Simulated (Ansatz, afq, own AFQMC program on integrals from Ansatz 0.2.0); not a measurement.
**CH₄, singlet in 6-31G, levels against full CI**

```xyz
5

C     0.0000    0.0000    0.0000
H     0.7072    0.7094    0.7085
H    -0.7112   -0.7057    0.7082
H    -0.7055    0.7073   -0.7122
H     0.7095   -0.7110   -0.7045
```

Basis 6-31G. Noble-gas cores (and the filled d shells of Ga–Kr and In–Xe) are frozen. Ansatz 0.2.0 and our own AFQMC program on the same integrals; the CISD trial comes from CCSD amplitudes, and released means the phaseless constraint is let go. Free AFQMC starts from the CCSD state and is never constrained. Its projection time is finite, and what remains of the start isn't in its error. ± is one standard error of the sampling.

Determinant: RHF, the one that the program's search chose, which needn't be the lowest solution. The geometry is a point of a scan.

Full CI on the same integrals is exact in this basis and with this determinant's frozen core.

The T1 diagnostic is 0.0066. The weight of the determinant in the CISD state is 0.931 and the size of the correlated space is 8 electrons in 16 orbitals.

| level | correlation energy (eV) |
| --- | --- |
| MP2 | -2.9557 |
| CCSD | -3.5758 |
| CCSD(T) | -3.6395 |

Question: Estimate where free-projection AFQMC lies against CCSD(T) on the same integrals.

Answer: 11.4 ± 2.0 meV below CCSD(T).

Reference: full CI, correlation energy -3.650 eV. The released energy is read at 2.40 1/Eh (meV from the phaseless value at times in 1/Eh: 0.7 ± 2.1 at 0.24, -0.1 ± 1.5 at 0.51, 0.8 ± 1.2 at 0.99, -1.5 ± 1.1 at 1.62, 1.4 ± 1.3 at 2.40).

```json
{"level": "CCSD(T)", "E − E(reference) (meV)": "10.4", "share of correlation (%)": "99.71"}
{"level": "CCSDT", "E − E(reference) (meV)": "2.2", "share of correlation (%)": "99.94"}
{"level": "CCSDT(Q)", "E − E(reference) (meV)": "0.2", "share of correlation (%)": "99.99"}
{"level": "CCSDTQ", "E − E(reference) (meV)": "0.5", "share of correlation (%)": "99.99"}
{"level": "ph-AFQMC/HF", "E − E(reference) (meV)": "-19.8 ± 21.3", "share of correlation (%)": "100.54"}
{"level": "ph-AFQMC/CISD", "E − E(reference) (meV)": "1.5 ± 2.6", "share of correlation (%)": "99.96"}
{"level": "released AFQMC", "E − E(reference) (meV)": "2.9 ± 1.3", "share of correlation (%)": "99.92"}
{"level": "free AFQMC", "E − E(reference) (meV)": "-0.9 ± 2.0", "share of correlation (%)": "100.03"}
```

CCSDT and higher add their correlation energy to the determinant of the CCSD(T) run, since their own runs factorise the integrals more tightly (a shift of under 2 meV). Free projections are given only where their last times agree within the noise and don't stop above the reference; a slow remainder of the start can still hide under it. A walk keeps the symmetry of its determinant, which the program's search chose and which needn't be the lowest solution, so a lower state of the same spin and another symmetry isn't excluded. Released energies are given only where the last usable release times agree within the noise; a slower fall can still hide under it.
